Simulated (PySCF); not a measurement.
Mapped SMILES: `[O:1]=[C:2]([Cl:3])[CH:4]1[CH2:5][CH2:6]1`; H(Xn) means a hydrogen on atom n. Ha(C5), Ha(C6) are cis to C2 on the ring; Hb(C5), Hb(C6) are trans to C2 on the ring.

Geometry: PBE0-D3(BJ)/def2-SVP; GIAO absolute shieldings from PySCF, gas phase, non-relativistic, averaged over equivalent atoms.

At HF/pcSseg-2 (293 basis functions, 21 s wall time on 1 thread of an Arm Neoverse V1, shared host):
```tsv
atoms	σ (ppm)
O1	-242.0
C2	5.8
C4	172.8
C5/C6	184.7
Cl3	646.4
H(C4)	30.03
Ha(C5)/Ha(C6)	30.31
Hb(C5)/Hb(C6)	30.77
```

What do these become at BP86/pcSseg-2?

Results:


```csv
atoms,σ at BP86/pcSseg-2,change
O1,-225.9,+16.1
C2,-9.1,-14.9
C4,151.2,-21.6
C5/C6,163.5,-21.2
Cl3,531.7,-114.7
H(C4),29.38,-0.65
Ha(C5)/Ha(C6),29.72,-0.59
Hb(C5)/Hb(C6),30.14,-0.63
```

The largest change is at Cl3 (chlorine bonded to C). Cost: 293 basis functions, 52 s wall time on 1 thread of an Arm Neoverse V1, shared host. The order of the carbon signals is the same at both levels.

Carbons that carry Cl, above all several Cl atoms, come out too deshielded, partly because spin–orbit coupling is missing.
